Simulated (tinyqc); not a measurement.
Inside a calculation (part 2 of 3). Method: coupled-perturbed Hartree-Fock on RHF in the sto-3g basis, for BH3, spin multiplicity 1. Computed by tinyqc, a small Python program that keeps every step (integrals from PySCF). Command: `OMP_NUM_THREADS=1 python tinyqc.py 31608 31609 out.jsonl` (the two numbers bound the seeds that draw the settings). One thread of a shared host (Intel(R) Xeon(R) Processor @ 2.60GHz), about 0.2 s of CPU time with the checks.

Geometry (angstrom):

| atom | x | y | z |
|---|---|---|---|
| B | 0.000000 | 0.000000 | 0.014000 |
| H | 1.208000 | 0.000000 | 0.000000 |
| H | -0.604000 | 1.046000 | 0.000000 |
| H | -0.604000 | -1.046000 | 0.000000 |

## Iteration 1: building the Fock matrix

D at the start:
```
            1B 1s      1B 2s     1B 2px     1B 2py     1B 2pz      2H 1s      3H 1s      4H 1s
1B 1s    2.163078  -0.505767  -0.000006   0.000000  -0.000705  -0.040783  -0.040787  -0.040787
1B 2s   -0.505767   1.891317   0.000019   0.000000   0.002208   0.144265   0.144274   0.144274
1B 2px  -0.000006   0.000019   0.264029   0.000000   0.000000   0.054094  -0.027047  -0.027047
1B 2py   0.000000   0.000000   0.000000   0.264036   0.000000   0.000000   0.046842  -0.046842
1B 2pz  -0.000705   0.002208   0.000000   0.000000   0.320042  -0.000432  -0.000432  -0.000432
2H 1s   -0.040783   0.144265   0.054094   0.000000  -0.000432   0.937021   0.023046   0.023046
3H 1s   -0.040787   0.144274  -0.027047   0.046842  -0.000432   0.023046   0.937011   0.023055
4H 1s   -0.040787   0.144274  -0.027047  -0.046842  -0.000432   0.023046   0.023055   0.937011
```

core Hamiltonian H = T + V (hartree):
```
             1B 1s      1B 2s     1B 2px     1B 2py     1B 2pz      2H 1s      3H 1s      4H 1s
1B 1s   -13.635279  -3.541278   0.000006   0.000000   0.000627  -0.847483  -0.847749  -0.847749
1B 2s    -3.541278  -4.683156   0.000043   0.000000   0.005505  -1.972244  -1.972619  -1.972619
1B 2px    0.000006   0.000043  -3.947293   0.000000  -0.000001  -1.783307   0.891886   0.891886
1B 2py    0.000000   0.000000   0.000000  -3.947290   0.000000   0.000000  -1.544539   1.544539
1B 2pz    0.000627   0.005505  -0.000001   0.000000  -3.770097   0.021780   0.021785   0.021785
2H 1s    -0.847483  -1.972244  -1.783307   0.000000   0.021780  -3.132900  -0.447070  -0.447070
3H 1s    -0.847749  -1.972619   0.891886  -1.544539   0.021785  -0.447070  -3.133158  -0.447245
4H 1s    -0.847749  -1.972619   0.891886   1.544539   0.021785  -0.447070  -0.447245  -3.133158
```

nuclear repulsion = 7.32976692 hartree

Given earlier and not repeated: Two-electron integrals (ij|kl) in chemists' order.

J_ij = sum D_kl (ij|kl), K_ij = sum D_kl (ik|jl); F = H + J - 0.5 K; E = tr D H + tr D J / 2 - 0.25 tr D K + E_nn.

Coulomb J (hartree):
```
            1B 1s      1B 2s     1B 2px     1B 2py     1B 2pz      2H 1s      3H 1s      4H 1s
1B 1s    9.351305   1.946675  -0.000005   0.000000  -0.000546   0.460594   0.460741   0.460741
1B 2s    1.946675   4.295818  -0.000025   0.000000  -0.004326   1.794458   1.794793   1.794793
1B 2px  -0.000005  -0.000025   4.328277   0.000000   0.000000   1.769142  -0.884802  -0.884802
1B 2py   0.000000   0.000000   0.000000   4.328266   0.000000   0.000000   1.532276  -1.532276
1B 2pz  -0.000546  -0.004326   0.000000   0.000000   4.217099  -0.021462  -0.021467  -0.021467
2H 1s    0.460594   1.794458   1.769142   0.000000  -0.021462   3.341009   0.383885   0.383885
3H 1s    0.460741   1.794793  -0.884802   1.532276  -0.021467   0.383885   3.341217   0.384040
4H 1s    0.460741   1.794793  -0.884802  -1.532276  -0.021467   0.383885   0.384040   3.341217
```

exchange K (hartree):
```
            1B 1s      1B 2s     1B 2px     1B 2py     1B 2pz      2H 1s      3H 1s      4H 1s
1B 1s    6.034591   1.150635  -0.000011   0.000000  -0.000732   0.301208   0.301303   0.301303
1B 2s    1.150635   1.729255  -0.000056   0.000000  -0.005191   0.893614   0.893770   0.893770
1B 2px  -0.000011  -0.000056   0.767823   0.000000   0.000001   0.527518  -0.263839  -0.263839
1B 2py   0.000000   0.000000   0.000000   0.767821   0.000000   0.000000   0.456882  -0.456882
1B 2pz  -0.000732  -0.005191   0.000001   0.000000   0.518419  -0.007098  -0.007100  -0.007100
2H 1s    0.301208   0.893614   0.527518   0.000000  -0.007098   1.152782   0.304952   0.304952
3H 1s    0.301303   0.893770  -0.263839   0.456882  -0.007100   0.304952   1.152889   0.305043
4H 1s    0.301303   0.893770  -0.263839  -0.456882  -0.007100   0.304952   0.305043   1.152889
```

Fock matrix F (hartree):
```
            1B 1s      1B 2s     1B 2px     1B 2py     1B 2pz      2H 1s      3H 1s      4H 1s
1B 1s   -7.301270  -2.169921   0.000007   0.000000   0.000447  -0.537492  -0.537659  -0.537659
1B 2s   -2.169921  -1.251966   0.000046   0.000000   0.003775  -0.624593  -0.624711  -0.624711
1B 2px   0.000007   0.000046  -0.002928   0.000000  -0.000001  -0.277924   0.139003   0.139003
1B 2py   0.000000   0.000000   0.000000  -0.002935   0.000000   0.000000  -0.240704   0.240704
1B 2pz   0.000447   0.003775  -0.000001   0.000000   0.187792   0.003867   0.003868   0.003868
2H 1s   -0.537492  -0.624593  -0.277924   0.000000   0.003867  -0.368282  -0.215661  -0.215661
3H 1s   -0.537659  -0.624711   0.139003  -0.240704   0.003868  -0.215661  -0.368385  -0.215727
4H 1s   -0.537659  -0.624711   0.139003   0.240704   0.003868  -0.215661  -0.215727  -0.368385
```

total energy of this density = -25.91049884 hartree

This density is the starting one; it is not idempotent, so its energy is not variational and may lie below the converged one.

## Iteration 1: diagonalisation and new density

X:
```
            1B 1s      1B 2s     1B 2px     1B 2py     1B 2pz      2H 1s      3H 1s      4H 1s
1B 1s    1.033501  -0.180365   0.000004   0.000000   0.000455   0.027764   0.027765   0.027765
1B 2s   -0.180365   1.417942  -0.000069   0.000000  -0.004540  -0.337719  -0.337818  -0.337818
1B 2px   0.000004  -0.000069   1.202805   0.000000   0.000001  -0.353708   0.176914   0.176914
1B 2py   0.000000   0.000000   0.000000   1.202814   0.000000   0.000000  -0.306370   0.306370
1B 2pz   0.000455  -0.004540   0.000001   0.000000   1.000053   0.003955   0.003957   0.003957
2H 1s    0.027764  -0.337719  -0.353708   0.000000   0.003955   1.261591  -0.016227  -0.016227
3H 1s    0.027765  -0.337818   0.176914  -0.306370   0.003957  -0.016227   1.261692  -0.016217
4H 1s    0.027765  -0.337818   0.176914   0.306370   0.003957  -0.016227  -0.016217   1.261692
```

Diagonalise F' = X^T F X, C = X C', fill 4 alpha and 4 beta electrons from the bottom; D = 2 C_occ C_occ^T. Each column has its largest component positive (the first on a tie).

F' = X^T F X (hartree):
```
           1          2          3          4          5          6          7          8
1  -7.106054  -1.163629   0.000003   0.000000   0.000784  -0.072791  -0.072846  -0.072846
2  -1.163629  -0.319884  -0.000039   0.000000  -0.002800  -0.417599  -0.417699  -0.417699
3   0.000003  -0.000039   0.321903   0.000000   0.000000  -0.409089   0.204601   0.204601
4   0.000000   0.000000   0.000000   0.321900   0.000000   0.000000  -0.354320   0.354320
5   0.000784  -0.002800   0.000000   0.000000   0.187876   0.004452   0.004454   0.004454
6  -0.072791  -0.417599  -0.409089   0.000000   0.004452   0.056222  -0.070843  -0.070843
7  -0.072846  -0.417699   0.204601  -0.354320   0.004454  -0.070843   0.056258  -0.070846
8  -0.072846  -0.417699   0.204601   0.354320   0.004454  -0.070843  -0.070846   0.056258
```

orbital energies (hartree): MO1 -7.308315, MO2 -0.794401, MO3 -0.285967, MO4 -0.285959, MO5 0.187746, MO6 0.591467, MO7 0.734946, MO8 0.734964

coefficients C:
```
              MO1        MO2        MO3        MO4        MO5        MO6        MO7        MO8
1B 1s    0.989691  -0.242561  -0.000012   0.000000  -0.005031  -0.254203   0.000174   0.000000
1B 2s    0.040015   0.619955   0.000067   0.000000   0.023964   1.413820  -0.001067   0.000000
1B 2px  -0.000002  -0.000027   0.430754   0.000000   0.000000   0.000718   1.203701   0.000000
1B 2py   0.000000   0.000000   0.000000   0.430764   0.000000   0.000000   0.000000   1.203715
1B 2pz  -0.000155  -0.001836   0.000000   0.000000   0.999726  -0.026794   0.000018   0.000000
2H 1s   -0.005125   0.250322   0.580112   0.000000  -0.009153  -0.746042  -0.936061   0.000000
3H 1s   -0.005126   0.250379  -0.290019   0.502376  -0.009151  -0.745207   0.468860  -0.811176
4H 1s   -0.005126   0.250379  -0.290019  -0.502376  -0.009151  -0.745207   0.468860   0.811176
```

D after iteration 1:
```
            1B 1s      1B 2s     1B 2px     1B 2py     1B 2pz      2H 1s      3H 1s      4H 1s
1B 1s    2.076649  -0.221549  -0.000001   0.000000   0.000584  -0.131596  -0.131604  -0.131604
1B 2s   -0.221549   0.771890   0.000025   0.000000  -0.002289   0.310045   0.309998   0.309998
1B 2px  -0.000001   0.000025   0.371098   0.000000   0.000000   0.499757  -0.249867  -0.249867
1B 2py   0.000000   0.000000   0.000000   0.371114   0.000000   0.000000   0.432811  -0.432811
1B 2pz   0.000584  -0.002289   0.000000   0.000000   0.000007  -0.000917  -0.000918  -0.000918
2H 1s   -0.131596   0.310045   0.499757   0.000000  -0.000917   0.798434  -0.211084  -0.211084
3H 1s   -0.131604   0.309998  -0.249867   0.432811  -0.000918  -0.211084   0.798418  -0.211110
4H 1s   -0.131604   0.309998  -0.249867  -0.432811  -0.000918  -0.211084  -0.211110   0.798418
```

Within a degenerate level the vectors are fixed only up to a rotation; this is one choice.

## Iteration 7 (converged): orbitals

converged F (hartree):
```
            1B 1s      1B 2s     1B 2px     1B 2py     1B 2pz      2H 1s      3H 1s      4H 1s
1B 1s   -7.411902  -2.175850   0.000001   0.000000  -0.000267  -0.528332  -0.528496  -0.528496
1B 2s   -2.175850  -1.095901   0.000038   0.000000   0.003630  -0.556525  -0.556617  -0.556617
1B 2px   0.000001   0.000038  -0.191816   0.000000  -0.000001  -0.392776   0.196424   0.196424
1B 2py   0.000000   0.000000   0.000000  -0.191831   0.000000   0.000000  -0.340169   0.340169
1B 2pz  -0.000267   0.003630  -0.000001   0.000000   0.240345   0.003498   0.003499   0.003499
2H 1s   -0.528332  -0.556525  -0.392776   0.000000   0.003498  -0.391172  -0.148441  -0.148441
3H 1s   -0.528496  -0.556617   0.196424  -0.340169   0.003499  -0.148441  -0.391260  -0.148496
4H 1s   -0.528496  -0.556617   0.196424   0.340169   0.003499  -0.148441  -0.148496  -0.391260
```

As before.

F' = X^T F X (hartree):
```
           1          2          3          4          5          6          7          8
1  -7.217146  -1.184185  -0.000002   0.000000   0.000148  -0.065902  -0.065958  -0.065958
2  -1.184185  -0.160795  -0.000041   0.000000  -0.002758  -0.399038  -0.399119  -0.399119
3  -0.000002  -0.000041   0.178320   0.000000   0.000000  -0.486074   0.243089   0.243089
4   0.000000   0.000000   0.000000   0.178311   0.000000   0.000000  -0.420991   0.420991
5   0.000148  -0.002758   0.000000   0.000000   0.240428   0.004373   0.004374   0.004374
6  -0.065902  -0.399038  -0.486074   0.000000   0.004373   0.056435  -0.043792  -0.043792
7  -0.065958  -0.399119   0.243089  -0.420991   0.004374  -0.043792   0.056476  -0.043788
8  -0.065958  -0.399119   0.243089   0.420991   0.004374  -0.043792  -0.043788   0.056476
```

orbital energies (hartree): MO1 -7.417429, MO2 -0.659930, MO3 -0.457361, MO4 -0.457357, MO5 0.240320, MO6 0.668407, MO7 0.735919, MO8 0.735936

coefficients C:
```
              MO1        MO2        MO3        MO4        MO5        MO6        MO7        MO8
1B 1s    0.990973  -0.227423   0.000000  -0.000025  -0.004900  -0.263053   0.000354   0.000000
1B 2s    0.036551   0.564682   0.000000   0.000097   0.021965   1.436913  -0.002043   0.000000
1B 2px  -0.000001  -0.000062   0.000000   0.505997   0.000000   0.001481   1.174057   0.000000
1B 2py   0.000000   0.000000   0.506003   0.000000   0.000000   0.000000   0.000000   1.174073
1B 2pz  -0.000076  -0.002169   0.000000   0.000000   0.999774  -0.024916   0.000034   0.000000
2H 1s   -0.006258   0.279077   0.000000   0.519748  -0.007350  -0.736440  -0.970376   0.000000
3H 1s   -0.006259   0.279166   0.450087  -0.259815  -0.007348  -0.734588   0.486747  -0.841315
4H 1s   -0.006259   0.279166  -0.450087  -0.259815  -0.007348  -0.734588   0.486747   0.841315
```

D after iteration 7:
```
            1B 1s      1B 2s     1B 2px     1B 2py     1B 2pz      2H 1s      3H 1s      4H 1s
1B 1s    2.067497  -0.184402   0.000000   0.000000   0.000836  -0.139366  -0.139369  -0.139369
1B 2s   -0.184402   0.640405   0.000028   0.000000  -0.002455   0.314823   0.314773   0.314773
1B 2px   0.000000   0.000028   0.512066   0.000000   0.000001   0.525947  -0.262965  -0.262965
1B 2py   0.000000   0.000000   0.000000   0.512079   0.000000   0.000000   0.455491  -0.455491
1B 2pz   0.000836  -0.002455   0.000001   0.000000   0.000009  -0.001209  -0.001210  -0.001210
2H 1s   -0.139366   0.314823   0.525947   0.000000  -0.001209   0.696123  -0.114180  -0.114180
3H 1s   -0.139369   0.314773  -0.262965   0.455491  -0.001210  -0.114180   0.696109  -0.114203
4H 1s   -0.139369   0.314773  -0.262965  -0.455491  -0.001210  -0.114180  -0.114203   0.696109
```

Within a degenerate level the vectors are fixed only up to a rotation; this is one choice.

## Convergence

Stop when the energy changes by less than 1e-10 hartree and every element of the error matrix X^T (F D S - S D F) X is below 3e-06.

Course of the cycle:

| iteration | E (hartree) | change | largest element of the error matrix |
|---|---|---|---|
| 1 | -25.91049884 | - | 6.31e-01 |
| 2 | -26.04777523 | -1.37e-01 | 1.06e-01 |
| 3 | -26.06550395 | -1.77e-02 | 1.94e-02 |
| 4 | -26.06637594 | -8.72e-04 | 2.72e-03 |
| 5 | -26.06639330 | -1.74e-05 | 3.97e-05 |
| 6 | -26.06639330 | -2.31e-09 | 4.60e-06 |
| 7 | -26.06639330 | -4.48e-11 | 1.99e-08 |

PySCF RHF in the same basis = -26.06639330 hartree

Converged in 7 iterations.

## Populations, bond orders and dipole

overlap S:
```
           1B 1s     1B 2s     1B 2px     1B 2py     1B 2pz      2H 1s      3H 1s      4H 1s
1B 1s   1.000000  0.269328   0.000000   0.000000   0.000000   0.063808   0.063828   0.063828
1B 2s   0.269328  1.000000   0.000000   0.000000   0.000000   0.466572   0.466642   0.466642
1B 2px  0.000000  0.000000   1.000000   0.000000   0.000000   0.481960  -0.241031  -0.241031
1B 2py  0.000000  0.000000   0.000000   1.000000   0.000000   0.000000   0.417415  -0.417415
1B 2pz  0.000000  0.000000   0.000000   0.000000   1.000000  -0.005586  -0.005587  -0.005587
2H 1s   0.063808  0.466572   0.481960   0.000000  -0.005586   1.000000   0.102273   0.102273
3H 1s   0.063828  0.466642  -0.241031   0.417415  -0.005587   0.102273   1.000000   0.102314
4H 1s   0.063828  0.466642  -0.241031  -0.417415  -0.005587   0.102273   0.102314   1.000000
```

Mulliken: Z minus the diagonal of D S on the atom; Loewdin: the same with S^(1/2) D S^(1/2); Mayer order: 2 sum_s sum (D(s) S)_ij (D(s) S)_ji over the two atoms.

Charges (e):

| atom | Mulliken | Loewdin |
|---|---|---|
| 1B | 0.192768 | 0.174509 |
| 2H | -0.064255 | -0.058171 |
| 3H | -0.064256 | -0.058169 |
| 4H | -0.064256 | -0.058169 |

Mayer bond orders:

| pair | order |
|---|---|
| 2-1 | 0.992100 |
| 3-1 | 0.992101 |
| 3-2 | 0.001885 |
| 4-1 | 0.992101 |
| 4-2 | 0.001885 |
| 4-3 | 0.001884 |

dipole moment about the origin, x y z (debye): 0.000033  0.000000  0.041746
